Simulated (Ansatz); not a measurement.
`[OH][AlH2]` + `[AlH2][SH]` → `[AlH2][S][AlH2]` + H₂O at 700 K and 1 bar (ligand exchange at the Al–O bond).

Isolated molecules relaxed with PBE0-D4/def2-TZVP in Ansatz; ΔE leaves out vibrations. CBS: MP2 limit from def2 TZ/QZ plus the TZ coupled-cluster correction, frozen cores. This one scheme is used for every species.

| species | CCSD(T)/CBS energy (Eh) | H − E (kJ/mol) | S (J/(mol·K)) |
| --- | --- | --- | --- |
| `[OH][AlH2]` | -319.03157 | 111.2 | 312.7 |
| `[AlH2][SH]` | -641.61836 | 102.7 | 330.6 |
| `[AlH2][S][AlH2]` | -884.26538 | 141.4 | 417.8 |
| H₂O | -76.37941 | 80.5 | 218.4 |

H − E and S are ideal-gas, rigid-rotor, harmonic terms from PBE0-D4/def2-TZVP. 1 Eh = 2625.50 kJ/mol, R = 8.31446 J/(mol·K).

Q: By hand: ΔE, ΔH, ΔS and ΔG.

A: ΔE = (-884.26538) + (-76.37941) − (-319.03157) − (-641.61836) = 0.00514 Eh = 13.5 kJ/mol. Δ(H − E) = 141.4 + 80.5 − 111.2 − 102.7 = 8.0, so ΔH = 21.5 kJ/mol. ΔS = 417.8 + 218.4 − 312.7 − 330.6 = -7.1 J/(mol·K). ΔG = 21.5 − 700 × (-7.1)/1000 = 26.5 kJ/mol.

Q: By hand: the equilibrium constant, and the temperature at which ΔG would vanish if ΔH and ΔS stayed fixed.

A: log₁₀ K = −ΔG/(RT ln 10) = -2.0. ΔH and −TΔS have one sign here, so there is no such temperature.

The number of gas molecules stays the same, so ΔS is small and ΔH decides. A doubt of 5 kJ/mol in ΔE shifts log₁₀ K by 0.4 here. These are equilibria of isolated gas molecules and say nothing of rates. Largest T1 diagnostic: 0.012 (customary marks: 0.02 for closed shells, 0.045 for open ones).
